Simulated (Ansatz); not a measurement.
# AlBH (doublet): wB97M-V, B2PLYP, RPA-PBE over a scan of the angle Al2–B1–H3, 6-31G

Aim: run AlBH (doublet) with these functionals over a scan of the angle Al2–B1–H3, and hold them against the top wave-function level at the same points.

Computed with Ansatz 0.2.0, Gaussian basis. Level: 6-31G, all electrons in the functionals, frozen cores in the correlation of double hybrids and RPA.

To be run: wB97M-V, B2PLYP, RPA-PBE, at 71.3°; 88.2°; 103.7°; 118.8°; 136.6°; 161.2°; 167.9°; 180.0°.

12 further runs of the same task are left out: 11 that didn't finish, 1 set aside as unsound or not needed.

### 1 What is computed

The geometry derives from a PBE0/def2-TZVP stationary point (not a proven minimum). One angle is set to the value named; bond lengths are kept.

3 atoms, charge 0, spin multiplicity 2.

Atoms are counted from 1 here; the program's logs count them from 0.

Bond lengths: B1–Al2 2.120 Å, B1–H3 1.196 Å. Angles: Al2–B1–H3 167.9°.

No dispersion term is added; wB97M-V holds VV10 nonlocal correlation.

The geometry shown and the zero of energy belong to the point 167.9°. The yardstick, FCI, and other wave-function levels (R restricted, U unrestricted, valence and pair active spaces) come from earlier runs.

### 2 wB97M-V, 71.3°

Input file in.yaml:

```yaml
crystal:
  periodic: [false, false, false]
  atoms:
    - {symbol: B, position_ang: [0.000000, -1.154499, 0.933389]}
    - {symbol: Al, position_ang: [0.000000, 0.467493, -0.432016]}
    - {symbol: H, position_ang: [0.000000, -0.131351, 1.553251]}
basis:
  gaussian: {orbitals: 6-31G}
magnetization: {spin_polarized: true, initial_magnetization: 1}
hamiltonian: {xc: {name: wB97M-V}}
output: {forces: true, orbitals: {seedname: orbitals}}
```

Run with:

```bash
> ansatz run in.yaml --threads 1 --pin off --events-out ev --progress --plain --max-ram 2393MiB
```

What it wrote (excerpt; [...] marks lines left out):

```text
Functional definition: wB97M-V
  name "wB97M-V"
  cite "Mardirossian & Head-Gordon, J. Chem. Phys. 144, 214110 (2016) doi:10.1063/1.4952647"
  cite "Becke, J. Chem. Phys. 107, 8554 (1997) doi:10.1063/1.475007"
  cite "Vydrov & Van Voorhis, J. Chem. Phys. 133, 244103 (2010) doi:10.1063/1.3521275"
  # Of w^i u^j: cxij and so on, Table III.
[...]
  gx(w, u) = 1 - cx + cx01*u + cx10*w
  gss(w, u) = css00 + css04*u^4 + css10*w + css20*w^2 + css43*w^4*u^3
  gos(w, u) = cos00 + cos10*w + (cos20 + cos21*u)*w^2 + (cos60 + cos61*u)*w^6
[...]
      + integral(e_c_pw_mod_opposite_spin*gos(b97_w_opposite, b97_u_opposite)) + vv10(b, c)
296 factors; integrals over basis functions are off by at most 2.5e-4 eV
121 factors; integrals over basis functions are off by at most 3.7e-6 eV
[...]
mean field -7282.70563233 eV, -267.6344955929 hartree, gradient 2.3e-9 eV, S^2 0.757654; 3 other end points of the search recorded, 0 dependent functions left out
[...]
reference -7282.70566660 eV, -267.6344968523 hartree; 10, 9 occupied and 14, 15 virtual orbitals, 296 factors
Total energy: -7282.70566660 eV, -267.6344968523 hartree
Atom 0 at     0.000000    -1.154499     0.933389 Å, force    -0.000000    -1.596728    -0.479559 eV/Å
Atom 1 at     0.000000     0.467493    -0.432016 Å, force    -0.000000     0.598845    -1.151845 eV/Å
Atom 2 at     0.000000    -0.131351     1.553251 Å, force     0.000000     0.997883     1.631405 eV/Å
Dipole moment:    -0.000000     0.173018    -0.083916 e Å
```

Wall time 15 s (1 thread of Intel Xeon Platinum 8375C at 2.90GHz, shared host).

From the report: ⟨S²⟩ of the determinant 0.758 (pure doublet: 0.75).

### 3 wB97M-V, 88.2°

Input file in.yaml:

```yaml
crystal:
  periodic: [false, false, false]
  atoms:
    - {symbol: B, position_ang: [0.000000, -1.000076, 1.085095]}
    - {symbol: Al, position_ang: [0.000000, 0.403667, -0.503834]}
    - {symbol: H, position_ang: [0.000000, -0.079121, 1.848575]}
basis:
  gaussian: {orbitals: 6-31G}
magnetization: {spin_polarized: true, initial_magnetization: 1}
hamiltonian: {xc: {name: wB97M-V}}
output: {forces: true, orbitals: {seedname: orbitals}}
```

The command is unchanged.

What it wrote (excerpt; [...] marks lines left out):

```text
Functional definition: wB97M-V
  name "wB97M-V"
  cite "Mardirossian & Head-Gordon, J. Chem. Phys. 144, 214110 (2016) doi:10.1063/1.4952647"
  cite "Becke, J. Chem. Phys. 107, 8554 (1997) doi:10.1063/1.475007"
  cite "Vydrov & Van Voorhis, J. Chem. Phys. 133, 244103 (2010) doi:10.1063/1.3521275"
  # Of w^i u^j: cxij and so on, Table III.
[...]
  gx(w, u) = 1 - cx + cx01*u + cx10*w
  gss(w, u) = css00 + css04*u^4 + css10*w + css20*w^2 + css43*w^4*u^3
  gos(w, u) = cos00 + cos10*w + (cos20 + cos21*u)*w^2 + (cos60 + cos61*u)*w^6
[...]
      + integral(e_c_pw_mod_opposite_spin*gos(b97_w_opposite, b97_u_opposite)) + vv10(b, c)
296 factors; integrals over basis functions are off by at most 2.5e-4 eV
121 factors; integrals over basis functions are off by at most 3.9e-6 eV
[...]
mean field -7282.98726872 eV, -267.6448455395 hartree, gradient 1.7e-8 eV, S^2 0.766926; 3 other end points of the search recorded, 0 dependent functions left out
[...]
reference -7282.98730221 eV, -267.6448467701 hartree; 10, 9 occupied and 14, 15 virtual orbitals, 296 factors
Total energy: -7282.98730221 eV, -267.6448467701 hartree
Atom 0 at     0.000000    -1.000076     1.085095 Å, force    -0.000000    -0.750593    -0.168679 eV/Å
Atom 1 at     0.000000     0.403667    -0.503834 Å, force    -0.000000     0.405597    -1.111075 eV/Å
Atom 2 at     0.000000    -0.079121     1.848575 Å, force     0.000000     0.344995     1.279754 eV/Å
Dipole moment:    -0.000000     0.100359    -0.048528 e Å
```

Run time: 11 s. Hardware: 1 thread of Intel Xeon Platinum 8375C at 2.90GHz, shared host.

From the report: ⟨S²⟩ of the determinant 0.767 (pure doublet: 0.75).

### 4 wB97M-V, 103.7°

Input file in.yaml:

```yaml
crystal:
  periodic: [false, false, false]
  atoms:
    - {symbol: B, position_ang: [0.000000, -0.839266, 1.203592]}
    - {symbol: Al, position_ang: [0.000000, 0.337387, -0.560119]}
    - {symbol: H, position_ang: [0.000000, -0.029679, 2.084291]}
basis:
  gaussian: {orbitals: 6-31G}
magnetization: {spin_polarized: true, initial_magnetization: 1}
hamiltonian: {xc: {name: wB97M-V}}
output: {orbitals: {seedname: orbitals}}
```

Launched as before.

What it wrote (excerpt; [...] marks lines left out):

```text
Functional definition: wB97M-V
  name "wB97M-V"
  cite "Mardirossian & Head-Gordon, J. Chem. Phys. 144, 214110 (2016) doi:10.1063/1.4952647"
  cite "Becke, J. Chem. Phys. 107, 8554 (1997) doi:10.1063/1.475007"
  cite "Vydrov & Van Voorhis, J. Chem. Phys. 133, 244103 (2010) doi:10.1063/1.3521275"
  # Of w^i u^j: cxij and so on, Table III.
[...]
  gx(w, u) = 1 - cx + cx01*u + cx10*w
  gss(w, u) = css00 + css04*u^4 + css10*w + css20*w^2 + css43*w^4*u^3
  gos(w, u) = cos00 + cos10*w + (cos20 + cos21*u)*w^2 + (cos60 + cos61*u)*w^6
[...]
      + integral(e_c_pw_mod_opposite_spin*gos(b97_w_opposite, b97_u_opposite)) + vv10(b, c)
296 factors; integrals over basis functions are off by at most 2.5e-4 eV
121 factors; integrals over basis functions are off by at most 4.1e-6 eV
[...]
mean field -7283.22463665 eV, -267.6535686500 hartree, gradient 2.4e-6 eV, S^2 0.773959; 3 other end points of the search recorded, 0 dependent functions left out
reference -7283.22466971 eV, -267.6535698650 hartree; 10, 9 occupied and 14, 15 virtual orbitals, 296 factors
Total energy: -7283.22466971 eV, -267.6535698650 hartree
```

Run time: 8 s. Hardware: 1 thread of Intel Xeon Platinum 8375C at 2.90GHz, shared host.

From the report: ⟨S²⟩ of the determinant 0.774 (pure doublet: 0.75).

### 5 wB97M-V, 118.8°

Input file in.yaml:

```yaml
crystal:
  periodic: [false, false, false]
  atoms:
    - {symbol: B, position_ang: [0.000000, -0.667836, 1.297903]}
    - {symbol: Al, position_ang: [0.000000, 0.266879, -0.605119]}
    - {symbol: H, position_ang: [0.000000, 0.019016, 2.277339]}
basis:
  gaussian: {orbitals: 6-31G}
magnetization: {spin_polarized: true, initial_magnetization: 1}
hamiltonian: {xc: {name: wB97M-V}}
output: {forces: true, orbitals: {seedname: orbitals}}
```

The command is unchanged.

What it wrote (excerpt; [...] marks lines left out):

```text
Functional definition: wB97M-V
  name "wB97M-V"
  cite "Mardirossian & Head-Gordon, J. Chem. Phys. 144, 214110 (2016) doi:10.1063/1.4952647"
  cite "Becke, J. Chem. Phys. 107, 8554 (1997) doi:10.1063/1.475007"
  cite "Vydrov & Van Voorhis, J. Chem. Phys. 133, 244103 (2010) doi:10.1063/1.3521275"
  # Of w^i u^j: cxij and so on, Table III.
[...]
  gx(w, u) = 1 - cx + cx01*u + cx10*w
  gss(w, u) = css00 + css04*u^4 + css10*w + css20*w^2 + css43*w^4*u^3
  gos(w, u) = cos00 + cos10*w + (cos20 + cos21*u)*w^2 + (cos60 + cos61*u)*w^6
[...]
      + integral(e_c_pw_mod_opposite_spin*gos(b97_w_opposite, b97_u_opposite)) + vv10(b, c)
296 factors; integrals over basis functions are off by at most 2.5e-4 eV
121 factors; integrals over basis functions are off by at most 4.2e-6 eV
[...]
mean field -7283.41948057 eV, -267.6607290321 hartree, gradient 5.0e-8 eV, S^2 0.773773; 5 other end points of the search recorded, 0 dependent functions left out
[...]
reference -7283.41951344 eV, -267.6607302399 hartree; 10, 9 occupied and 14, 15 virtual orbitals, 296 factors
Total energy: -7283.41951344 eV, -267.6607302399 hartree
Atom 0 at     0.000000    -0.667836     1.297903 Å, force    -0.000000     0.073622     0.367714 eV/Å
Atom 1 at     0.000000     0.266879    -0.605119 Å, force     0.000000     0.148486    -0.998729 eV/Å
Atom 2 at     0.000000     0.019016     2.277339 Å, force     0.000000    -0.222108     0.631015 eV/Å
Dipole moment:     0.000000     0.031287     0.124416 e Å
```

Run time: 10 s. Hardware: 1 thread of Intel Xeon Platinum 8375C at 2.90GHz, shared host.

From the report: ⟨S²⟩ of the determinant 0.774 (pure doublet: 0.75).

### 6 wB97M-V, 136.6°

Input file in.yaml:

```yaml
crystal:
  periodic: [false, false, false]
  atoms:
    - {symbol: B, position_ang: [0.000000, -0.451124, 1.380077]}
    - {symbol: Al, position_ang: [0.000000, 0.177920, -0.644644]}
    - {symbol: H, position_ang: [0.000000, 0.075930, 2.453983]}
basis:
  gaussian: {orbitals: 6-31G}
magnetization: {spin_polarized: true, initial_magnetization: 1}
hamiltonian: {xc: {name: wB97M-V}}
output: {orbitals: {seedname: orbitals}}
```

Launched as before.

What it wrote (excerpt; [...] marks lines left out):

```text
Functional definition: wB97M-V
  name "wB97M-V"
  cite "Mardirossian & Head-Gordon, J. Chem. Phys. 144, 214110 (2016) doi:10.1063/1.4952647"
  cite "Becke, J. Chem. Phys. 107, 8554 (1997) doi:10.1063/1.475007"
  cite "Vydrov & Van Voorhis, J. Chem. Phys. 133, 244103 (2010) doi:10.1063/1.3521275"
  # Of w^i u^j: cxij and so on, Table III.
[...]
  gx(w, u) = 1 - cx + cx01*u + cx10*w
  gss(w, u) = css00 + css04*u^4 + css10*w + css20*w^2 + css43*w^4*u^3
  gos(w, u) = cos00 + cos10*w + (cos20 + cos21*u)*w^2 + (cos60 + cos61*u)*w^6
[...]
      + integral(e_c_pw_mod_opposite_spin*gos(b97_w_opposite, b97_u_opposite)) + vv10(b, c)
296 factors; integrals over basis functions are off by at most 2.6e-4 eV
121 factors; integrals over basis functions are off by at most 4.3e-6 eV
[...]
mean field -7283.58797376 eV, -267.6669210426 hartree, gradient 2.6e-6 eV, S^2 0.766384; 3 other end points of the search recorded, 0 dependent functions left out
reference -7283.58800631 eV, -267.6669222385 hartree; 10, 9 occupied and 14, 15 virtual orbitals, 296 factors
Total energy: -7283.58800631 eV, -267.6669222385 hartree
```

Wall time 9 s (1 thread of Intel Xeon Platinum 8375C at 2.90GHz, shared host).

From the report: ⟨S²⟩ of the determinant 0.766 (pure doublet: 0.75).

### 7 wB97M-V, 161.2°

Input file in.yaml:

```yaml
crystal:
  periodic: [false, false, false]
  atoms:
    - {symbol: B, position_ang: [0.000000, -0.156486, 0.316905]}
    - {symbol: Al, position_ang: [0.000000, 0.026792, -1.795344]}
    - {symbol: H, position_ang: [0.000000, 0.129694, 1.478439]}
basis:
  gaussian: {orbitals: 6-31G}
magnetization: {spin_polarized: true, initial_magnetization: 1}
hamiltonian: {xc: {name: wB97M-V}}
output: {orbitals: {seedname: orbitals}}
```

The command is unchanged.

What it wrote (excerpt; [...] marks lines left out):

```text
Functional definition: wB97M-V
  name "wB97M-V"
  cite "Mardirossian & Head-Gordon, J. Chem. Phys. 144, 214110 (2016) doi:10.1063/1.4952647"
  cite "Becke, J. Chem. Phys. 107, 8554 (1997) doi:10.1063/1.475007"
  cite "Vydrov & Van Voorhis, J. Chem. Phys. 133, 244103 (2010) doi:10.1063/1.3521275"
  # Of w^i u^j: cxij and so on, Table III.
[...]
  gx(w, u) = 1 - cx + cx01*u + cx10*w
  gss(w, u) = css00 + css04*u^4 + css10*w + css20*w^2 + css43*w^4*u^3
  gos(w, u) = cos00 + cos10*w + (cos20 + cos21*u)*w^2 + (cos60 + cos61*u)*w^6
[...]
      + integral(e_c_pw_mod_opposite_spin*gos(b97_w_opposite, b97_u_opposite)) + vv10(b, c)
296 factors; integrals over basis functions are off by at most 2.5e-4 eV
121 factors; integrals over basis functions are off by at most 5.8e-6 eV
[...]
mean field -7283.71629382 eV, -267.6716367175 hartree, gradient 3.0e-6 eV, S^2 0.754755; 3 other end points of the search recorded, 0 dependent functions left out
reference -7283.71632548 eV, -267.6716378812 hartree; 10, 9 occupied and 14, 15 virtual orbitals, 296 factors
Total energy: -7283.71632548 eV, -267.6716378812 hartree
```

Run time: 12 s. Hardware: 1 thread of Intel Xeon Platinum 8375C at 2.90GHz, shared host.

From the report: ⟨S²⟩ of the determinant 0.755 (pure doublet: 0.75).

### 8 wB97M-V, 167.9°

Input file in.yaml:

```yaml
crystal:
  periodic: [false, false, false]
  atoms:
    - {symbol: B, position_ang: [0.000000, -0.091982, 0.314337]}
    - {symbol: Al, position_ang: [0.000000, -0.033351, -1.805038]}
    - {symbol: H, position_ang: [0.000000, 0.125333, 1.490702]}
basis:
  gaussian: {orbitals: 6-31G}
magnetization: {spin_polarized: true, initial_magnetization: 1}
hamiltonian: {xc: {name: wB97M-V}}
output: {forces: true, orbitals: {seedname: orbitals}}
```

Launched as before.

What it wrote (excerpt; [...] marks lines left out):

```text
Functional definition: wB97M-V
  name "wB97M-V"
  cite "Mardirossian & Head-Gordon, J. Chem. Phys. 144, 214110 (2016) doi:10.1063/1.4952647"
  cite "Becke, J. Chem. Phys. 107, 8554 (1997) doi:10.1063/1.475007"
  cite "Vydrov & Van Voorhis, J. Chem. Phys. 133, 244103 (2010) doi:10.1063/1.3521275"
  # Of w^i u^j: cxij and so on, Table III.
[...]
  gx(w, u) = 1 - cx + cx01*u + cx10*w
  gss(w, u) = css00 + css04*u^4 + css10*w + css20*w^2 + css43*w^4*u^3
  gos(w, u) = cos00 + cos10*w + (cos20 + cos21*u)*w^2 + (cos60 + cos61*u)*w^6
[...]
      + integral(e_c_pw_mod_opposite_spin*gos(b97_w_opposite, b97_u_opposite)) + vv10(b, c)
296 factors; integrals over basis functions are off by at most 2.5e-4 eV
121 factors; integrals over basis functions are off by at most 5.4e-6 eV
[...]
mean field -7283.73263478 eV, -267.6722372368 hartree, gradient 8.7e-11 eV, S^2 0.752789; 5 other end points of the search recorded, 0 dependent functions left out
[...]
reference -7283.73266640 eV, -267.6722383988 hartree; 10, 9 occupied and 14, 15 virtual orbitals, 296 factors
Total energy: -7283.73266640 eV, -267.6722383988 hartree
Atom 0 at     0.000000    -0.091982     0.314337 Å, force     0.000000     0.115592     0.730097 eV/Å
Atom 1 at     0.000000    -0.033351    -1.805038 Å, force    -0.000000    -0.029610    -0.757911 eV/Å
Atom 2 at     0.000000     0.125333     1.490702 Å, force    -0.000000    -0.085982     0.027814 eV/Å
Dipole moment:    -0.000000     0.016669     0.301477 e Å
```

Wall time 19 s (1 thread of Intel Xeon Platinum 8375C at 2.90GHz, shared host).

From the report: ⟨S²⟩ of the determinant 0.753 (pure doublet: 0.75).

### 9 wB97M-V, 180.0°

Input file in.yaml:

```yaml
crystal:
  periodic: [false, false, false]
  atoms:
    - {symbol: B, position_ang: [0.000000, 0.000000, 0.307972]}
    - {symbol: Al, position_ang: [0.000000, 0.000000, -1.812214]}
    - {symbol: H, position_ang: [0.000000, 0.000000, 1.504242]}
basis:
  gaussian: {orbitals: 6-31G}
magnetization: {spin_polarized: true, initial_magnetization: 1}
hamiltonian: {xc: {name: wB97M-V}}
output: {forces: true, orbitals: {seedname: orbitals}}
```

Launched as before.

What it wrote (excerpt; [...] marks lines left out):

```text
Functional definition: wB97M-V
  name "wB97M-V"
  cite "Mardirossian & Head-Gordon, J. Chem. Phys. 144, 214110 (2016) doi:10.1063/1.4952647"
  cite "Becke, J. Chem. Phys. 107, 8554 (1997) doi:10.1063/1.475007"
  cite "Vydrov & Van Voorhis, J. Chem. Phys. 133, 244103 (2010) doi:10.1063/1.3521275"
  # Of w^i u^j: cxij and so on, Table III.
[...]
  gx(w, u) = 1 - cx + cx01*u + cx10*w
  gss(w, u) = css00 + css04*u^4 + css10*w + css20*w^2 + css43*w^4*u^3
  gos(w, u) = cos00 + cos10*w + (cos20 + cos21*u)*w^2 + (cos60 + cos61*u)*w^6
[...]
      + integral(e_c_pw_mod_opposite_spin*gos(b97_w_opposite, b97_u_opposite)) + vv10(b, c)
296 factors; integrals over basis functions are off by at most 2.5e-4 eV
121 factors; integrals over basis functions are off by at most 6.0e-6 eV
[...]
mean field -7283.74381762 eV, -267.6726481988 hartree, gradient 3.6e-6 eV, S^2 0.751359; 2 other end points of the search recorded, 0 dependent functions left out
[...]
reference -7283.74384954 eV, -267.6726493716 hartree; 10, 9 occupied and 14, 15 virtual orbitals, 296 factors
Total energy: -7283.74384954 eV, -267.6726493716 hartree
Atom 0 at     0.000000     0.000000     0.307972 Å, force     0.000000     0.000000     0.753270 eV/Å
Atom 1 at     0.000000     0.000000    -1.812214 Å, force     0.000000     0.000000    -0.753064 eV/Å
Atom 2 at     0.000000     0.000000     1.504242 Å, force    -0.000000    -0.000000    -0.000206 eV/Å
Dipole moment:     0.000000     0.000000     0.309495 e Å
```

Run time: 3.9 s. Hardware: 1 thread of Intel Xeon Platinum 8375C at 2.90GHz, shared host.

From the report: ⟨S²⟩ of the determinant 0.751 (pure doublet: 0.75).

From 167.9°: -0.011 eV.

### 10 B2PLYP, 71.3°

Input file in.yaml:

```yaml
crystal:
  periodic: [false, false, false]
  atoms:
    - {symbol: B, position_ang: [0.000000, -1.154499, 0.933389]}
    - {symbol: Al, position_ang: [0.000000, 0.467493, -0.432016]}
    - {symbol: H, position_ang: [0.000000, -0.131351, 1.553251]}
basis:
  gaussian: {orbitals: 6-31G}
magnetization: {spin_polarized: true, initial_magnetization: 1}
hamiltonian: {xc: {name: B2PLYP}}
correlation: {electrons: outside_noble_gas}
```

Launched as before.

What it wrote (excerpt; [...] marks lines left out):

```text
Functional definition: B2PLYP
  name "B2PLYP"
  cite "Grimme, J. Chem. Phys. 124, 034108 (2006) doi:10.1063/1.2148954"
  cite "Becke, Phys. Rev. A 38, 3098 (1988) doi:10.1103/PhysRevA.38.3098"
  cite "Lee, Yang & Parr, Phys. Rev. B 37, 785 (1988) doi:10.1103/PhysRevB.37.785"
[...]
296 factors; integrals over basis functions are off by at most 2.5e-4 eV
[...]
mean field -7278.39767132 eV, -267.4761809460 hartree, gradient 2.3e-6 eV, S^2 1.029341; 7 other end points of the search recorded, 0 dependent functions left out
6 core orbitals not correlated: weight in the atoms' cores, before any rotation towards them, 1.000 or more for the frozen orbitals, at most 0.000 for the correlated occupied ones
reference -7278.39778583 eV, -267.4761851542 hartree; 4, 3 occupied and 14, 15 virtual orbitals, 296 factors
second order -2.38061451 eV of doubles, -0.00000000 eV of singles
Total energy: -7279.04055175 eV, -267.4998063660 hartree
```

Run time: 3.1 s. Hardware: 1 thread of Intel Xeon Platinum 8375C at 2.90GHz, shared host.

From the report: ⟨S²⟩ of the determinant 1.029 (pure doublet: 0.75).

### 11 B2PLYP, 88.2°

Input file in.yaml:

```yaml
crystal:
  periodic: [false, false, false]
  atoms:
    - {symbol: B, position_ang: [0.000000, -1.000076, 1.085095]}
    - {symbol: Al, position_ang: [0.000000, 0.403667, -0.503834]}
    - {symbol: H, position_ang: [0.000000, -0.079121, 1.848575]}
basis:
  gaussian: {orbitals: 6-31G}
magnetization: {spin_polarized: true, initial_magnetization: 1}
hamiltonian: {xc: {name: B2PLYP}}
correlation: {electrons: outside_noble_gas}
```

Same command.

What it wrote (excerpt; [...] marks lines left out):

```text
Functional definition: B2PLYP
  name "B2PLYP"
  cite "Grimme, J. Chem. Phys. 124, 034108 (2006) doi:10.1063/1.2148954"
  cite "Becke, Phys. Rev. A 38, 3098 (1988) doi:10.1103/PhysRevA.38.3098"
  cite "Lee, Yang & Parr, Phys. Rev. B 37, 785 (1988) doi:10.1103/PhysRevB.37.785"
[...]
296 factors; integrals over basis functions are off by at most 2.5e-4 eV
[...]
mean field -7278.73351612 eV, -267.4885230147 hartree, gradient 3.5e-6 eV, S^2 1.040438; 7 other end points of the search recorded, 0 dependent functions left out
6 core orbitals not correlated: weight in the atoms' cores, before any rotation towards them, 1.000 or more for the frozen orbitals, at most 0.000 for the correlated occupied ones
reference -7278.73363081 eV, -267.4885272295 hartree; 4, 3 occupied and 14, 15 virtual orbitals, 296 factors
second order -2.23151945 eV of doubles, -0.00000000 eV of singles
Total energy: -7279.33614106 eV, -267.5106690728 hartree
```

Run time: 3 s. Hardware: 1 thread of Intel Xeon Platinum 8375C at 2.90GHz, shared host.

From the report: ⟨S²⟩ of the determinant 1.040 (pure doublet: 0.75).

### 12 B2PLYP, 103.7°

Input file in.yaml:

```yaml
crystal:
  periodic: [false, false, false]
  atoms:
    - {symbol: B, position_ang: [0.000000, -0.839266, 1.203592]}
    - {symbol: Al, position_ang: [0.000000, 0.337387, -0.560119]}
    - {symbol: H, position_ang: [0.000000, -0.029679, 2.084291]}
basis:
  gaussian: {orbitals: 6-31G}
magnetization: {spin_polarized: true, initial_magnetization: 1}
hamiltonian: {xc: {name: B2PLYP}}
correlation: {electrons: outside_noble_gas}
```

Same command.

What it wrote (excerpt; [...] marks lines left out):

```text
Functional definition: B2PLYP
  name "B2PLYP"
  cite "Grimme, J. Chem. Phys. 124, 034108 (2006) doi:10.1063/1.2148954"
  cite "Becke, Phys. Rev. A 38, 3098 (1988) doi:10.1103/PhysRevA.38.3098"
  cite "Lee, Yang & Parr, Phys. Rev. B 37, 785 (1988) doi:10.1103/PhysRevB.37.785"
[...]
296 factors; integrals over basis functions are off by at most 2.5e-4 eV
[...]
mean field -7278.98579914 eV, -267.4977942445 hartree, gradient 2.7e-6 eV, S^2 1.008378; 8 other end points of the search recorded, 0 dependent functions left out
6 core orbitals not correlated: weight in the atoms' cores, before any rotation towards them, 1.000 or more for the frozen orbitals, at most 0.000 for the correlated occupied ones
reference -7278.98591564 eV, -267.4977985258 hartree; 4, 3 occupied and 14, 15 virtual orbitals, 296 factors
second order -2.17398970 eV of doubles, -0.00000000 eV of singles
Total energy: -7279.57289286 eV, -267.5193695408 hartree
```

Run time: 2.7 s. Hardware: 1 thread of Intel Xeon Platinum 8375C at 2.90GHz, shared host.

From the report: ⟨S²⟩ of the determinant 1.008 (pure doublet: 0.75).

(Part 1 of 2 ends here.)
